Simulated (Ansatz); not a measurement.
# B₂H₂ (singlet): from Hartree-Fock to the top rungs at distance B1–H3 = 1.442 Å, 6-31G

Aim: climb from Hartree-Fock through coupled cluster and multireference methods for B₂H₂ (singlet) at one geometry and basis, and see what each rung misses.

The runs use Ansatz 0.2.0, Gaussian basis; 6-31G, core rule «outside noble gas», up to 2 orbitals frozen.

To be run: UHF; CCSD(T) on RHF; CCSD(T) on UHF; BCCD(T) on RHF; CISD; CCSDT(Q) on RHF; CCSDT(Q) on UHF; CCSDTQ on RHF; CASSCF and MRCISD+Q, 2 electrons in 2 orbitals; CASSCF and NEVPT2, 2 electrons in 2 orbitals; CASSCF and MRCISD+Q, 8 electrons in 10 orbitals; CASSCF and NEVPT2, 8 electrons in 10 orbitals; Full CI.

18 further runs of the same task are left out: 17 that didn't finish, 1 set aside as unsound or not needed.

## 1. The geometry

The geometry derives from a PBE0/def2-TZVP stationary point (not a proven minimum). One bond is set to the value named and the two fragments are kept rigid.

4 atoms, charge 0, spin multiplicity 1.

Atoms are counted from 1 here; the program's logs count them from 0.

Bond lengths: B1–B2 1.762 Å, B1–H3 1.442 Å, B1–H4 1.199 Å. Angles: B2–B1–H3 121.3°, B2–B1–H4 121.3°, H3–B1–H4 117.3°.

## 2. UHF

in.yaml

```yaml
crystal:
  periodic: [false, false, false]
  atoms:
    - {symbol: B, position_ang: [0.000000, -0.008854, 0.747510]}
    - {symbol: B, position_ang: [0.000000, -0.008854, -1.014954]}
    - {symbol: H, position_ang: [0.000000, 1.222761, 1.497502]}
    - {symbol: H, position_ang: [0.000000, -1.032839, 1.371066]}
basis:
  gaussian: {orbitals: 6-31G}
magnetization: {spin_polarized: true, initial_magnetization: 0}
hamiltonian: {xc: hf}
output: {orbitals: {seedname: orbitals}}
```

The run is started by

```
$ ansatz run in.yaml --threads 1 --pin off --events-out ev --progress --plain --max-ram 2393MiB
```

The runs that follow: CCSD(T) on RHF; CCSD(T) on UHF; BCCD(T) on RHF; CISD; CCSDT(Q) on RHF; CCSDT(Q) on UHF; CCSDTQ on RHF; CASSCF and MRCISD+Q, 2 electrons in 2 orbitals; CASSCF and NEVPT2, 2 electrons in 2 orbitals; CASSCF and MRCISD+Q, 8 electrons in 10 orbitals; CASSCF and NEVPT2, 8 electrons in 10 orbitals; Full CI.

Before running them: what should the planned runs give, taken together? Wanted: FCI below the RHF energy; RMP2 from FCI; RCCSD from FCI; RCCSD(T) from FCI; RCCSDT(Q) from FCI; MRCISD+Q pair from FCI; NEVPT2 valence from FCI; MRCISD+Q valence from FCI; T1 diagnostic.

As calculated:

| quantity | value |
| --- | --- |
| FCI below the RHF energy | -3.4168 eV |
| RMP2 from FCI | +1105.1 meV |
| RCCSD from FCI | +95.7 meV |
| RCCSD(T) from FCI | +28.6 meV |
| RCCSDT(Q) from FCI | +2.6 meV |
| MRCISD+Q pair from FCI | -19.1 meV |
| NEVPT2 valence from FCI | +235.6 meV |
| MRCISD+Q valence from FCI | +4.2 meV |
| levels within 1 kcal/mol (43 meV) | RCCSD(T), BCCD(T), RCCSDT, RCCSDT(Q), RCCSDTQ, MRCISD+Q pair, MRCISD valence, MRCISD+Q valence |
| T1 diagnostic | 0.012 |
| effectively unpaired electrons | 0.18 |

In words: RCCSD(T) misses by +28.6 meV, 0.8 % of the correlation energy. MRCISD+Q pair falls below full CI: the +Q correction isn't variational, and the cores differ from full CI's. One determinant dominates. Of the multireference levels listed MRCISD+Q valence comes nearest in total energy (+4.2 meV), which doesn't show that its space is the better one. These misses are within one basis, not against nature.
